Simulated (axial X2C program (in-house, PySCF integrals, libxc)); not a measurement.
**Levels of LiAl⁺ by electron attachment to LiAl²⁺ (EOM-EA-CCSD)**

Calculated with an axial X2C code built on PySCF integrals: two-component X2C with atomic mean-field Coulomb and Gaunt terms, Gaussian nuclei, basis Al dyall-av3z, Li dyall-acv3z with contracted cores.

R = 3.035 Å (near the PBE0 minimum at charge 1 of the determinant lowest at the starting distance; the state shown can have its own minimum elsewhere).

Hartree–Fock spinors of LiAl²⁺ (one of each Kramers pair; a window near the gap, which can cut inner shells):

```json
{"ω": "1/2", "occupied": "yes", "ε (eV)": "-22.70", "character": "78% Al s, 10% Li p, 7% Li d"}
{"ω": "1/2", "occupied": "no", "ε (eV)": "-10.86", "character": "69% Al p, 16% Li s, 8% Li p"}
{"ω": "1/2", "occupied": "no", "ε (eV)": "-9.84", "character": "82% Al p, 10% Li p, 7% Li d"}
{"ω": "3/2", "occupied": "no", "ε (eV)": "-9.83", "character": "82% Al p, 10% Li p, 7% Li d"}
{"ω": "1/2", "occupied": "no", "ε (eV)": "-7.80", "character": "52% Li s, 19% Li p, 12% Al p"}
{"ω": "1/2", "occupied": "no", "ε (eV)": "-6.74", "character": "64% Li p, 22% Al d, 10% Al p"}
{"ω": "3/2", "occupied": "no", "ε (eV)": "-6.74", "character": "64% Li p, 22% Al d, 10% Al p"}
```

Levels of LiAl⁺ obtained by attaching an electron to LiAl²⁺:

```
  Ω  binding energy (eV)  above lowest (cm⁻¹)                  attached spinor  one-particle weight
1/2               11.394                    0   70% Al pσ, 14% Li sσ, 8% Li pσ                 0.96
1/2               10.473                 7430    85% Al pπ, 8% Li pπ, 7% Li dπ                 0.95
3/2               10.464                 7502    85% Al pπ, 8% Li pπ, 7% Li dπ                 0.95
1/2                8.100                26567  53% Li sσ, 13% Li pσ, 13% Al pσ                 0.96
```

Q: What is the splitting of the first π pair in the table, and is it regular or inverted?

A: E(3/2) − E(1/2) = 7502 − 7430 = 72 cm⁻¹ at EOM-EA-CCSD: regular, Ω = 1/2 lower. Splittings at this level can be off by ten to twenty per cent.

This point took 1.3 s on 1 thread of AMD EPYC 9R14 (Zen 4) (shared host).

Reference electrons by ω block (each with its −ω partner): 1/2: 6, 3/2: 1. 2 electrons of LiAl²⁺ correlated (inner shells frozen), 92 natural virtual spinors (a truncated set); levels can be off by some tenths of an eV. Roots sought by Ω: (1/2: 5, 3/2: 4, 5/2: 2, 7/2: 1); the list ends where they run out and leaves out roots under 60 % one-particle weight. The solver can skip a root, and states that need a further excitation, which the method places far too high, are missing though they may lie low or lowest. T1 of the reference 0.010 (Lee–Taylor). The reference was not checked to be the lowest state of its species. Number of frozen shells: Al 2 s, 1 p; Li 1 s.
